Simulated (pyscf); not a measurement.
`[NH2][SiH3]` -> `[NH]=[SiH2]` + `[H][H]`, an elimination (singlet surface; H–N, H–Si broken, H–H formed). Optimised with ωB97X-D3(BJ)/def2-SVP in PySCF. Energies in kJ/mol from the reactant's lowest minimum found.

Small-basis levels: PySCF, no dispersion term, spherical d functions. AM1 to PM7: differences of heats of formation from MOPAC, which are fitted to 298 K values and so differ in kind from electronic energies by zero-point and thermal terms. GFN2-xTB: tblite. 

```tsv
level	barrier	reaction energy
HF/STO-3G	755.3	+404.0
HF/3-21G	519.9	+304.5
HF/6-31G*	453.1	+279.5
BP86/6-31G*	349.4	+215.3
PBE/6-31G*	349.1	+222.1
B3LYP/STO-3G	623.2	+308.9
B3LYP/3-21G	437.0	+243.4
M06-2X/6-31G*	385.7	+248.3
B3LYP/6-311+G**	356.4	+232.3
PBE/def2-SVP	332.2	+232.7
GFN2-xTB	317.3	+157.6
PM3	298.5	+122.7
ωB97M-D3(BJ)/def2-TZVP	350.0	+241.6
```

Against the last row the barrier runs from -51.5 (PM3) to +405.3 kJ/mol (HF/STO-3G). ωB97M-D3(BJ)/def2-TZVP has limits of its own. At the saddle there is also a short H–Si contact that neither side keeps. The same reactants have a lower exit, to H₂N–SiH: [singlet] + H₂ (barrier +265.5 kJ/mol at ωB97M-D3(BJ)/def2-TZVP, against +350.0 kJ/mol here). HN=SiH₂ lies 76.0 kJ/mol over its isomer H₂N–SiH: [singlet] (electronic energy, ωB97M-D3(BJ)/def2-TZVP). One saddle was located; it need not be the lowest between these sides.
